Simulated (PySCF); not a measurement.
Gas-phase reaction: 3 C₂H₆ ⇌ 2 C₃H₆ (propylene) + 6 H

Computed with PySCF and rigid-rotor harmonic-oscillator thermochemistry at 1 bar. The comparison is the NASA 1993 polynomial table, which mixes measured and estimated data. † marks an energy on the PBE0/def2-TZVP geometry and frequencies; other levels use their own. 6-31G* has spherical d functions here. Open shells (unrestricted): H (multiplicity 2); the rest are closed-shell singlets. B3LYP is the form with VWN-RPA correlation.

Levels: a) LDA/def2-TZVP†; b) PBE/def2-TZVP†; c) ωB97M-V/def2-TZVP†; d) HF/6-31G*; e) B3LYP/6-31G*.

Problem. Order the levels by the distance of their ΔH°(298 K) from the table for this reaction, closest first.

Solution. c (-5 kJ), e (+30 kJ), b (-55 kJ), a (+101 kJ), d (-296 kJ)

The table gives 1599 kJ. The order holds for this reaction alone, and for the 1993 entries, some of which have been revised since.
